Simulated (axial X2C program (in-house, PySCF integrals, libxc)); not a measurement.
NaC: bond constants with and without spin–orbit coupling

Computed with an axial X2C code built on PySCF integrals. Spin-free means the one-electron spin-free X2C Hamiltonian; two-component (2c) means X2C with spin–orbit coupling and atomic mean-field two-electron Coulomb and Gaunt terms, so the difference of the two also holds small scalar two-electron terms. Basis: Na dyall-cv3z [9s8p5d2f], C dyall-v3z [7s6p2d1f] (cores contracted in-house); Gaussian nuclei, density fitting, unrestricted open shells. Masses: Na 22.990 u, C 12.000 u.

Input file and command:
```json
{
 "zs": [
  11,
  6
 ],
 "q": 0,
 "bas": [
  "dyall-cv3z",
  "dyall-v3z"
 ],
 "levels": [
  "PBE0",
  "HF",
  "PBE"
 ],
 "cc": true,
 "r0": 2.27,
 "thr": -2.0,
 "nmax": 90,
 "npts": 10,
 "nst": 2,
 "ntry": 6
}
```
```bash
python so2c.py task.json out
```

Keys: zs atomic numbers; q charge; bas basis sets; levels methods; cc coupled cluster on or off; r0 starting distance in Å; thr threshold in hartree for freezing inner shells (an s shell follows its p shell); nmax most natural virtual spinors; npts points on the curve; nst determinants followed; ntry starts of the search. HF also brings MP2.

State, spin-free: M_S = 3/2, Λ = 0 (beyond evenly filled blocks: σα, π+α, π-α); electrons by block: σα: 6, σβ: 5, π+α: 2, π+β: 1, π-α: 2, π-β: 1. Fragments: Na + C.

State, 2c: Ω = 3/2 (⟨Sz⟩ = 1.50, ⟨Lz⟩ = 0.00 at PBE0); electrons by block: 1/2: 7, -1/2: 7, 3/2: 2, -3/2: 1. Fragments: Na + C.

```json
{"Hamiltonian": "spin-free", "level": "CCSD(T)", "Re (Å)": "2.227", "ωe (cm⁻¹)": "446.9", "αe (cm⁻¹)": "0.00454", "De (eV)": "1.89", "D0 (eV)": "1.86", "k (mdyn/Å)": "0.928", "μ (D)": "n/a"}
{"Hamiltonian": "2c", "level": "PBE0", "Re (Å)": "2.232", "ωe (cm⁻¹)": "435.0", "αe (cm⁻¹)": "0.00485", "De (eV)": "2.04", "D0 (eV)": "2.01", "k (mdyn/Å)": "0.879", "μ (D)": "-7.57"}
{"Hamiltonian": "2c", "level": "HF", "Re (Å)": "2.239", "ωe (cm⁻¹)": "454.0", "αe (cm⁻¹)": "0.00434", "De (eV)": "1.31", "D0 (eV)": "1.28", "k (mdyn/Å)": "0.957", "μ (D)": "-8.50"}
{"Hamiltonian": "2c", "level": "MP2", "Re (Å)": "2.223", "ωe (cm⁻¹)": "450.7", "αe (cm⁻¹)": "0.00451", "De (eV)": "1.97", "D0 (eV)": "1.94", "k (mdyn/Å)": "0.943", "μ (D)": "n/a"}
{"Hamiltonian": "2c", "level": "CCSD", "Re (Å)": "2.227", "ωe (cm⁻¹)": "448.1", "αe (cm⁻¹)": "0.00461", "De (eV)": "1.85", "D0 (eV)": "1.83", "k (mdyn/Å)": "0.933", "μ (D)": "n/a"}
{"Hamiltonian": "2c", "level": "PBE", "Re (Å)": "2.253", "ωe (cm⁻¹)": "412.4", "αe (cm⁻¹)": "0.0051", "De (eV)": "2.15", "D0 (eV)": "2.12", "k (mdyn/Å)": "0.79", "μ (D)": "-6.97"}
```

Spin-free values that have a 2c row agree with it to the digits that matter (0.001 Å, 0.01 eV) and are not repeated.

Correlated methods: 13 electrons correlated (number of frozen shells: Na 1 s; C 1 s), 191 virtual spin orbitals or spinors in MP2, 90 natural virtuals in coupled cluster.

Dipoles are positive if C is the positive end.

Occupations by symmetry block were frozen at the best pattern of an incomplete PBE0 search. De is counted from the lowest determinant-based energies of the atoms at the same level, without counterpoise correction. Density functionals use the spin component along the axis (collinear). Coupled cluster ran in a truncated set of natural virtual spinors; the MP2 energy of the rest was added. (T) has no such correction and the atoms are truncated less, which lowers De at CCSD(T) by a hundredth of an eV or more. In 2c an atomic determinant is not the ground J level, so De misses part of the atomic spin–orbit lowering. This holds for PBE0, MP2, CCSD, PBE. Without a current term, density functionals place determinants with orbital angular momentum somewhat too high. With several unpaired electrons one determinant need not be a pure state. This is the top spin component of a Σ state; components of lower Ω are not single determinants and can lie lower.

No reliable constants came from CCSD(T) (2c): no minimum in range, unconverged points, a curve that is not smooth, a change of character along it, or the two Hamiltonians disagreeing along it.

Rough cost a point (2c) on 1 thread(s) of a shared host, integrals apart: PBE0 0.2 s, HF 0.11 s, PBE 0.16 s.

The whole task took 93 s on 1 thread of Arm Neoverse V1, with other jobs on the host.
